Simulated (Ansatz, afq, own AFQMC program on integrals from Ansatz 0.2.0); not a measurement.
AFQMC, coupled cluster and functionals along a coordinate of SiH$_{3}$O, doublet

```yaml
atoms:
  - { symbol: Si, position_ang: [-0.0866, -0.0323, 0.5791] }
  - { symbol: O, position_ang: [0.0885, 0.0997, -1.0586] }
  - { symbol: H, position_ang: [0.6425, -1.2281, 1.1084] }
  - { symbol: H, position_ang: [0.4860, 1.2186, 1.1449] }
  - { symbol: H, position_ang: [-0.1194, -0.6729, -1.5864] }
```

All coordinates are scaled about the centre. Energies in kJ/mol count from this geometry (1.000) at the same level; the start stands on UHF, each point on the determinant named.

Basis cc-pVDZ. Noble-gas cores (and the filled d shells of Ga–Kr and In–Xe) are frozen. Ansatz 0.2.0 and our own AFQMC program on the same integrals; the CISD trial comes from CCSD amplitudes, and released means the phaseless constraint is let go. ± is one standard error of the sampling.

Cautions, each for one point or more: unrestricted determinant slightly spin contaminated.

```csv
scale of all distances,det.,T1,weight,⟨S²⟩,B3LYP,PBE0,CCSD(T)
0.867,UHF,0.012,0.91,0.75,311.7,310.5,315.6
1.130,UHF,0.021,0.87,0.76,92.6,99.8,98.6
1.298,UHF,0.038,0.82,0.85,391.3,414.3,409.0
```

(1) Estimate the curve of phaseless AFQMC with a CISD trial, counted from the same start.

Results:

(1) 
```
scale of all distances  det.     T1  weight  ⟨S²⟩  ph-AFQMC/CISD  released AFQMC
                 0.867   UHF  0.012    0.91  0.75    318.2 ± 2.1    315.4 ± 2.1*
                 1.130   UHF  0.021    0.87  0.76     98.1 ± 3.5     95.5 ± 3.6*
                 1.298   UHF  0.038    0.82  0.85    412.3 ± 3.4    402.6 ± 5.3*
```

Weight is that of the determinant in the CISD state; at the start T1 is 0.015 and the weight 0.90, and ⟨S²⟩ is 0.75. An asterisk marks released energies that aren't shown to be converged. Symmetry can't show for every point that it stays on the start's state. Largest departures from phaseless AFQMC with a CISD trial: CCSD(T) -3.3 kJ/mol at 1.298 (on UHF) (within the noise). The walk's constraint bias lies outside its error bars, so these are departures and not errors. The functionals aren't scored here. In this small basis the wave-function levels are far from their limit, so their gap to the functionals isn't the functionals' error.
